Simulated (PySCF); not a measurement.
# C3F3−: runs on many settings

Aim: see how C3F3− (`[C-]#CC(F)(F)F`) answers to the choice of functional, basis, grid and SCF options.

Computed with PySCF 2.14.0, with density-fitted response routines of our own, on a single molecule, in the gas phase or a continuum. Atoms are numbered from 0 throughout.

### Step 1. The molecule as given

6 atoms, charge -1, multiplicity 1; geometry from: GFN2-xTB.

Bonds of the start (Å): C0–C1 1.23, C1–C2 1.42, C2–F3 1.39, C2–F4 1.39, C2–F5 1.39.

### Step 2. Shielding tensors: PBE0/pcSseg-1

Job settings and geometry (Å):

```
{"job": {"kind": "nmr", "xc": "PBE0", "basis": "pcSseg-1"}, "charge": -1, "multiplicity": 1}
C      2.278104    -0.040852    -0.043066
C      1.044840    -0.018449    -0.022189
C     -0.373484     0.007012     0.003081
F     -0.973534     1.098579    -0.618512
F     -0.960381     0.024981     1.265519
F     -1.012423    -1.069281    -0.606406
```

With the program's defaults for keys left out, this is: GIAO PBE0/pcSseg-1 NMR shielding, non-relativistic, gas phase.

Command:

```
$ OMP_NUM_THREADS=1 python probes_run.py task.json out
```

The driver reads the jobs from task.json and runs them one after another.

The log of the run:

```text
coarse grid: 6520 points
cycle   1  E = -413.0889666021  dE =  7.782e-01  |g| = 9.892e-01  |ddm| = 2.544e+00
cycle   2  E = -412.7544935065  dE =  3.345e-01  |g| = 1.653e+00  |ddm| = 3.182e+00
cycle   3  E = -413.2620450145  dE = -5.076e-01  |g| = 2.597e-01  |ddm| = 2.221e+00
cycle   4  E = -413.2763871803  dE = -1.434e-02  |g| = 9.610e-02  |ddm| = 3.383e-01
cycle   5  E = -413.2787028267  dE = -2.316e-03  |g| = 1.735e-02  |ddm| = 1.536e-01
cycle   6  E = -413.2787753846  dE = -7.256e-05  |g| = 2.281e-03  |ddm| = 3.359e-02
cycle   7  E = -413.2787765702  dE = -1.186e-06  |g| = 8.016e-04  |ddm| = 4.361e-03
final grid: 68440 points
cycle   8  E = -413.3358786449  dE = -2.854e-05  |g| = 7.360e-03  |ddm| = 2.565e-02
cycle   9  E = -413.3358708318  dE =  7.813e-06  |g| = 1.065e-02  |ddm| = 1.909e-02
cycle  10  E = -413.3358889488  dE = -1.812e-05  |g| = 5.842e-04  |ddm| = 7.276e-03
cycle  11  E = -413.3358889975  dE = -4.864e-08  |g| = 4.100e-04  |ddm| = 1.736e-03
cycle  12  E = -413.3358890353  dE = -3.781e-08  |g| = 1.695e-04  |ddm| = 7.541e-04
cycle  13  E = -413.3358890423  dE = -7.016e-09  |g| = 2.108e-05  |ddm| = 1.338e-04
cycle  14  E = -413.3358890424  dE = -9.447e-11  |g| = 7.322e-06  |ddm| = 1.989e-05
converged SCF energy = -413.3358890424

GIAO shielding tensors (ppm)
atom      isotropic    diamagn.    paramagn.     s11        s22        s33       span
  0 C      -29.868     280.517    -310.385   -154.631   -154.571    219.600    374.231
  1 C       93.374     260.604    -167.230     -8.004     -7.995    296.121    304.125
  2 C       66.480     236.083    -169.603     56.996     57.033     85.411     28.415
  3 F      212.627     476.024    -263.396     95.983    178.987    362.913    266.930
  4 F      212.578     476.046    -263.468     95.908    178.829    362.998    267.090
  5 F      212.615     476.026    -263.411     95.962    178.944    362.939    266.976
```

It took 4 s on 1 thread of Arm Neoverse V2, shared host; peak memory 0.44 GiB.

Shifts follow as δ = σ(reference) − σ, with reference shieldings (ppm) from runs at the same level and on the same kind of geometry: 13C TMS 186.9, 19F CFCl3 170.9. The references are single molecules in the gas phase, so shifts against H2O, NH3, PH3, H3PO4 or CFCl3 are not on the usual liquid scales and can be off by tens of ppm. Atoms listed in one row are averaged.

| atoms | environment | σ (ppm) | δ (ppm) |
| --- | --- | --- | --- |
| C0 | carbanion centre | -29.9 | 216.8 |
| C2 | CF3 carbon | 66.5 | 120.4 |
| C1 | alkyne carbon | 93.4 | 93.6 |
| F3, F4, F5 | fluorine of a CF3 group | 212.6 | -41.7 |

Charges from the same density, by scheme (e):

| atoms | Mulliken | IAO | Hirshfeld | ESP fit |
| --- | --- | --- | --- | --- |
| C0 | -0.21 | -0.42 | -0.44 | -0.81 |
| C1 | -0.63 | -0.35 | -0.28 | 0.17 |
| C2 | 0.84 | 0.76 | 0.22 | 0.29 |
| F3, F4, F5 | -0.33 | -0.33 | -0.17 | -0.21 |

Mayer bond orders: C0–C1 3.14, C1–C2 1.06, C2–F3 0.92, C2–F4 0.92, C2–F5 0.92.

### Step 3. Excited states and response: PBE0/def2-SVPD

The job, as its differences from that of step 2:

```diff
@@ -1,2 +1,2 @@
-{"job": {"kind": "nmr", "xc": "PBE0", "basis": "pcSseg-1"}, "charge": -1, "multiplicity": 1}
+{"job": {"kind": "uv", "xc": "PBE0", "basis": "def2-SVPD", "nstates": 6, "ntriplets": 2}, "charge": -1, "multiplicity": 1}
 C      2.278104    -0.040852    -0.043066
```

Method: TDDFT PBE0/def2-SVPD, vertical, gas phase, core orbitals frozen in the response.

The log of the run:

```text
coarse grid: 6520 points
cycle   1  E = -412.8440233403  dE =  7.376e-01  |g| = 9.293e-01  |ddm| = 3.976e+00
cycle   2  E = -412.5096207603  dE =  3.344e-01  |g| = 1.574e+00  |ddm| = 4.883e+00
cycle   3  E = -413.0055781504  dE = -4.960e-01  |g| = 2.745e-01  |ddm| = 3.441e+00
cycle   4  E = -413.0234261201  dE = -1.785e-02  |g| = 7.786e-02  |ddm| = 3.675e-01
cycle   5  E = -413.0249574443  dE = -1.531e-03  |g| = 1.574e-02  |ddm| = 1.644e-01
cycle   6  E = -413.0250225574  dE = -6.511e-05  |g| = 2.169e-03  |ddm| = 4.839e-02
cycle   7  E = -413.0250237662  dE = -1.209e-06  |g| = 2.902e-04  |ddm| = 4.723e-03
final grid: 68440 points
cycle   8  E = -413.0831866721  dE = -2.073e-05  |g| = 7.099e-03  |ddm| = 4.320e-02
cycle   9  E = -413.0831779171  dE =  8.755e-06  |g| = 1.033e-02  |ddm| = 2.836e-02
cycle  10  E = -413.0831966701  dE = -1.875e-05  |g| = 4.556e-04  |ddm| = 1.247e-02
cycle  11  E = -413.0831967193  dE = -4.917e-08  |g| = 1.544e-04  |ddm| = 1.473e-03
cycle  12  E = -413.0831967213  dE = -1.994e-09  |g| = 1.188e-04  |ddm| = 3.147e-04
cycle  13  E = -413.0831967249  dE = -3.585e-09  |g| = 2.219e-05  |ddm| = 2.237e-04
cycle  14  E = -413.0831967250  dE = -1.357e-10  |g| = 4.155e-06  |ddm| = 3.617e-05
converged SCF energy = -413.0831967250

Static polarisability (au): isotropic 48.291, principal 39.726 39.730 65.416

Singlet excitations
state   eV       nm        f      main configurations
  1   5.7653    215.1   0.00000   H-1->L+1 0.40, H-2->L+2 0.40
  2   5.9923    206.9   0.00082   H-2->L+2 0.43, H-1->L+1 0.43
  3   5.9923    206.9   0.00088   H-1->L+2 0.43, H-2->L+1 0.43
  4   6.1325    202.2   0.02466   H->L+1 0.97
  5   6.1330    202.2   0.02467   H->L+2 0.97
  6   6.1641    201.1   0.00134   H->L 0.97

Triplet excitations (Tamm-Dancoff, eV): 4.7434 4.7440
```

Wall time 5.7 s (1 thread of Arm Neoverse V2, shared host); peak memory 0.55 GiB.

The orbitals next to the gap, with their largest atomic shares:

| orbital | eV | atoms |
| --- | --- | --- |
| HOMO−3 | -7.07 | F3 33 %, F5 33 %, F4 33 % |
| HOMO−2 | -2.56 | C1 49 %, C0 36 %, C2 7 % |
| HOMO−1 | -2.56 | C1 49 %, C0 36 %, C2 7 % |
| HOMO | -2.16 | C0 81 %, C1 17 % |
| LUMO | 4.82 | C2 32 %, F4 17 %, F5 17 % |
| LUMO+1 | 5.29 | C0 31 %, C1 21 %, F4 15 % |
| LUMO+2 | 5.29 | C0 31 %, C1 21 %, F5 17 % |

With each of the 6 states as a Gaussian band of 0.4 eV half-width at 1/e, the curve within the window shown has maxima at 202 nm (ε 2,100) L/(mol cm). Beyond the last state computed it falls off for lack of states. The curve at chosen wavelengths:

| nm | ε (L/mol/cm) |
| --- | --- |
| 192 | 1054 |
| 194 | 1353 |
| 196 | 1637 |
| 198 | 1875 |
| 200 | 2038 |
| 202 | 2110 |
| 204 | 2085 |
| 205 | 2039 |
| 207 | 1889 |
| 209 | 1682 |
| 211 | 1443 |
| 213 | 1195 |
| 215 | 957 |
| 217 | 743 |
| 219 | 560 |
| 221 | 411 |
| 223 | 294 |
| 225 | 205 |
| 227 | 140 |
| 228 | 114 |
| 230 | 75 |
| 232 | 49 |
| 234 | 31 |
| 236 | 19 |
| 238 | 12 |
| 240 | 7 |

Ground-state properties from the same run:

| property | computed |
| --- | --- |
| polarisability (Å³) | 7.16 |
| HOMO–LUMO gap (eV) | 6.98 |
| −ε(HOMO) (eV) | 2.16 |

### Step 4. Shielding tensors: PBE0/def2-TZVPP

Job settings and geometry (Å):

```
{"job": {"kind": "nmr", "xc": "PBE0", "basis": "def2-TZVPP", "pop": false}, "charge": -1, "multiplicity": 1}
C      2.278104    -0.040852    -0.043066
C      1.044840    -0.018449    -0.022189
C     -0.373484     0.007012     0.003081
F     -0.973534     1.098579    -0.618512
F     -0.960381     0.024981     1.265519
F     -1.012423    -1.069281    -0.606406
```

Level: GIAO PBE0/def2-TZVPP NMR shielding, non-relativistic, gas phase.

The log of the run:

```text
coarse grid: 6520 points
cycle   1  E = -413.3442038512  dE =  7.901e-01  |g| = 1.012e+00  |ddm| = 2.533e+00
cycle   2  E = -412.9853065103  dE =  3.589e-01  |g| = 1.718e+00  |ddm| = 3.839e+00
cycle   3  E = -413.5194180557  dE = -5.341e-01  |g| = 2.818e-01  |ddm| = 2.210e+00
cycle   4  E = -413.5365089777  dE = -1.709e-02  |g| = 9.931e-02  |ddm| = 4.093e-01
cycle   5  E = -413.5389310598  dE = -2.422e-03  |g| = 2.109e-02  |ddm| = 2.184e-01
cycle   6  E = -413.5390376934  dE = -1.066e-04  |g| = 2.558e-03  |ddm| = 6.559e-02
cycle   7  E = -413.5390391299  dE = -1.437e-06  |g| = 9.967e-04  |ddm| = 5.570e-03
final grid: 68440 points
cycle   8  E = -413.5469296893  dE = -5.981e-05  |g| = 6.899e-03  |ddm| = 5.909e-02
cycle   9  E = -413.5469230333  dE =  6.656e-06  |g| = 9.705e-03  |ddm| = 2.547e-02
cycle  10  E = -413.5469389497  dE = -1.592e-05  |g| = 7.047e-04  |ddm| = 1.081e-02
cycle  11  E = -413.5469390265  dE = -7.677e-08  |g| = 2.624e-04  |ddm| = 2.291e-03
cycle  12  E = -413.5469390349  dE = -8.359e-09  |g| = 1.745e-04  |ddm| = 4.887e-04
cycle  13  E = -413.5469390422  dE = -7.325e-09  |g| = 3.607e-05  |ddm| = 2.893e-04
cycle  14  E = -413.5469390425  dE = -3.298e-10  |g| = 9.870e-06  |ddm| = 7.039e-05
converged SCF energy = -413.5469390425

GIAO shielding tensors (ppm)
atom      isotropic    diamagn.    paramagn.     s11        s22        s33       span
  0 C      -18.077     265.283    -283.361   -136.737   -136.680    219.185    355.921
  1 C       95.597     273.942    -178.344     -4.674     -4.666    296.132    300.806
  2 C       65.260     234.869    -169.609     55.934     55.970     83.877     27.944
  3 F      205.881     471.611    -265.730     88.736    169.975    358.931    270.195
  4 F      205.851     471.656    -265.805     88.676    169.847    359.029    270.353
  5 F      205.876     471.616    -265.741     88.724    169.940    358.963    270.239
```

It took 8.3 s on 1 thread of Arm Neoverse V2, shared host; peak memory 0.72 GiB.

In short: σ C0 -18.1, C2 65.3, C1 95.6, F3 205.9 ppm (means over like atoms).

### Step 5. NMR shieldings: PBE0/pcSseg-1

The job, as its differences from that of step 4:

```diff
@@ -1,2 +1,2 @@
-{"job": {"kind": "nmr", "xc": "PBE0", "basis": "def2-TZVPP", "pop": false}, "charge": -1, "multiplicity": 1}
+{"job": {"kind": "nmr", "xc": "PBE0", "basis": "pcSseg-1", "pop": false}, "charge": -1, "multiplicity": 1}
 C      2.278104    -0.040852    -0.043066
```

With the program's defaults for keys left out, this is: GIAO PBE0/pcSseg-1 NMR shielding, non-relativistic, gas phase.

The log of the run:

```text
coarse grid: 6520 points
cycle   1  E = -413.0889666021  dE =  7.782e-01  |g| = 9.892e-01  |ddm| = 2.544e+00
cycle   2  E = -412.7544935065  dE =  3.345e-01  |g| = 1.653e+00  |ddm| = 3.182e+00
cycle   3  E = -413.2620450145  dE = -5.076e-01  |g| = 2.597e-01  |ddm| = 2.221e+00
cycle   4  E = -413.2763871803  dE = -1.434e-02  |g| = 9.610e-02  |ddm| = 3.383e-01
cycle   5  E = -413.2787028267  dE = -2.316e-03  |g| = 1.735e-02  |ddm| = 1.536e-01
cycle   6  E = -413.2787753846  dE = -7.256e-05  |g| = 2.281e-03  |ddm| = 3.359e-02
cycle   7  E = -413.2787765702  dE = -1.186e-06  |g| = 8.016e-04  |ddm| = 4.361e-03
final grid: 68440 points
cycle   8  E = -413.3358786449  dE = -2.854e-05  |g| = 7.360e-03  |ddm| = 2.565e-02
cycle   9  E = -413.3358708318  dE =  7.813e-06  |g| = 1.065e-02  |ddm| = 1.909e-02
cycle  10  E = -413.3358889488  dE = -1.812e-05  |g| = 5.842e-04  |ddm| = 7.276e-03
cycle  11  E = -413.3358889975  dE = -4.864e-08  |g| = 4.100e-04  |ddm| = 1.736e-03
cycle  12  E = -413.3358890353  dE = -3.781e-08  |g| = 1.695e-04  |ddm| = 7.541e-04
cycle  13  E = -413.3358890423  dE = -7.016e-09  |g| = 2.108e-05  |ddm| = 1.338e-04
cycle  14  E = -413.3358890424  dE = -9.447e-11  |g| = 7.322e-06  |ddm| = 1.989e-05
converged SCF energy = -413.3358890424

GIAO shielding tensors (ppm)
atom      isotropic    diamagn.    paramagn.     s11        s22        s33       span
  0 C      -29.868     280.517    -310.385   -154.631   -154.571    219.600    374.231
  1 C       93.374     260.604    -167.230     -8.004     -7.995    296.121    304.125
  2 C       66.480     236.083    -169.603     56.996     57.033     85.411     28.415
  3 F      212.627     476.024    -263.396     95.983    178.987    362.913    266.930
  4 F      212.578     476.046    -263.468     95.908    178.829    362.998    267.090
  5 F      212.615     476.026    -263.411     95.962    178.944    362.939    266.976
```

Run time: 3.2 s. Hardware: 1 thread of Arm Neoverse V2, shared host; peak memory 0.46 GiB.

Key values: δ C0 216.8, C2 120.4, C1 93.6, F3 -41.7 ppm (means over like atoms).

### Step 6. Indirect couplings: PW91/aug-cc-pVDZ in cyclohexane

The job, as its differences from that of step 5:

```diff
@@ -1,2 +1,2 @@
-{"job": {"kind": "nmr", "xc": "PBE0", "basis": "pcSseg-1", "pop": false}, "charge": -1, "multiplicity": 1}
+{"job": {"kind": "j", "xc": "PW91", "basis": "aug-cc-pVDZ", "solvent": "cyclohexane"}, "charge": -1, "multiplicity": 1}
 C      2.278104    -0.040852    -0.043066
```

With the program's defaults for keys left out, this is: PW91/aug-cc-pVDZ indirect spin-spin coupling, non-relativistic, IEF-PCM cyclohexane.

The log of the run:

```text
coarse grid: 6520 points
cycle   1  E = -413.5773540721  dE =  7.419e-01  |g| = 9.532e-01  |ddm| = 5.575e+00
cycle   2  E = -412.7656767202  dE =  8.117e-01  |g| = 2.121e+00  |ddm| = 6.638e+00
cycle   3  E = -413.7093560390  dE = -9.437e-01  |g| = 4.881e-01  |ddm| = 5.662e+00
cycle   4  E = -413.7664205327  dE = -5.706e-02  |g| = 1.389e-01  |ddm| = 9.213e-01
cycle   5  E = -413.7708339930  dE = -4.413e-03  |g| = 5.951e-02  |ddm| = 4.413e-01
cycle   6  E = -413.7716382846  dE = -8.043e-04  |g| = 8.938e-03  |ddm| = 1.489e-01
cycle   7  E = -413.7716533572  dE = -1.507e-05  |g| = 3.466e-03  |ddm| = 3.363e-02
cycle   8  E = -413.7716572253  dE = -3.868e-06  |g| = 1.928e-04  |ddm| = 1.110e-02
final grid: 68440 points
cycle   9  E = -413.7790958645  dE = -2.051e-05  |g| = 1.220e-02  |ddm| = 1.227e-01
cycle  10  E = -413.7790141332  dE =  8.173e-05  |g| = 2.443e-02  |ddm| = 5.713e-02
cycle  11  E = -413.7791241532  dE = -1.100e-04  |g| = 1.992e-03  |ddm| = 3.592e-02
cycle  12  E = -413.7791245785  dE = -4.253e-07  |g| = 1.545e-03  |ddm| = 5.011e-03
cycle  13  E = -413.7791252089  dE = -6.304e-07  |g| = 2.022e-04  |ddm| = 2.948e-03
cycle  14  E = -413.7791252206  dE = -1.171e-08  |g| = 1.772e-05  |ddm| = 5.744e-04
cycle  15  E = -413.7791252206  dE = -5.491e-11  |g| = 1.329e-05  |ddm| = 6.254e-05
converged SCF energy = -413.7791252206

Indirect spin-spin couplings (Hz)
  i      j    bonds     total        FC       PSO       DSO        SD
  0 C    1 C    1     29.931    25.676    -1.604     0.093     5.765
  0 C    2 C    2     -9.250   -14.760     3.897    -0.083     1.697
  0 C    3 F    3      6.702    10.150    -1.019    -0.312    -2.117
  0 C    4 F    3      6.683    10.152    -1.039    -0.312    -2.118
  0 C    5 F    3      6.698    10.151    -1.023    -0.312    -2.117
  1 C    2 C    1    208.980   211.487    -2.953     0.398     0.048
  1 C    3 F    2     26.333    28.062    -3.232     0.021     1.481
  1 C    4 F    2     26.148    27.882    -3.241     0.021     1.486
  1 C    5 F    2     26.309    28.042    -3.235     0.021     1.482
  2 C    3 F    1   -271.033  -254.397   -24.846     1.325     6.885
  2 C    4 F    1   -271.132  -254.512   -24.824     1.325     6.879
  2 C    5 F    1   -271.093  -254.463   -24.840     1.325     6.885
  3 F    4 F    2     82.085    88.851   -48.322    -0.092    41.648
  3 F    5 F    2     82.848    89.491   -48.211    -0.091    41.659
  4 F    5 F    2     81.727    88.398   -48.217    -0.092    41.638
```

Run time: 6.8 s. Hardware: 1 thread of Arm Neoverse V2, shared host; peak memory 0.53 GiB.

This basis has no tight s functions, so the Fermi-contact terms are rough.

Couplings of 1 Hz or more, nine at most for each number of bonds, with means over like pairs (isotopes 13C, 19F):

| pair | bonds | J (Hz) | Fermi contact (Hz) |
| --- | --- | --- | --- |
| C2–F3 | 1 | -271.1 | -254.5 |
| C1–C2 | 1 | 209.0 | 211.5 |
| C0–C1 | 1 | 29.9 | 25.7 |
| F3–F4 | 2 | 82.2 | 88.9 |
| C1–F3 | 2 | 26.3 | 28.0 |
| C0–C2 | 2 | -9.2 | -14.8 |
| C0–F3 | 3 | 6.7 | 10.2 |

### Step 7. Results

| quantity | value |
| --- | --- |
| 13C shifts against TMS (PBE0/pcSseg-1) | 216.8, 120.4, 93.6 ppm |
| 19F shifts against CFCl3 (PBE0/pcSseg-1, means over atoms taken as alike) | -41.7 ppm |
| lowest singlet (PBE0/def2-SVPD) | 5.77 eV (215 nm), f = 0.000 |
| brightest single state of those computed | state 5, 6.13 eV, f = 0.025 |
| lowest triplet | 4.74 eV |
| largest coupling of the table (PW91/aug-cc-pVDZ) | 1J(C,F) C2–F3, -271.1 Hz |

Single values in the summary come from the first run of each kind that ended normally (PBE0/pcSseg-1; PBE0/def2-SVPD; PW91/aug-cc-pVDZ), which need not be the best level. At PBE0/pcSseg-1: The widest tensor belongs to C0: span 374 ppm, with a paramagnetic part of -310 ppm. The first singlet state (HOMO−1→LUMO+1 0.40, HOMO−2→LUMO+2 0.40) lies at 5.77 eV and is dark; of the 6 states computed, the strongest absorption comes from states 4 to 5 together at 6.13 eV. The lowest triplet lies 1.02 eV below the lowest singlet (triplets in Tamm-Dancoff, singlets in full TDDFT). The lowest singlet lies above −ε(HOMO); no detachment energy was computed, so the anion's states may not be bound. Of the pairs tabulated at PW91/aug-cc-pVDZ, C2–F3 (mean over like pairs) couples most strongly (-271.1 Hz; Fermi contact -254.5 Hz). Density functionals describe couplings to fluorine poorly, F–F couplings above all, so those rows are rough. Couplings from bases without tight functions are rough.
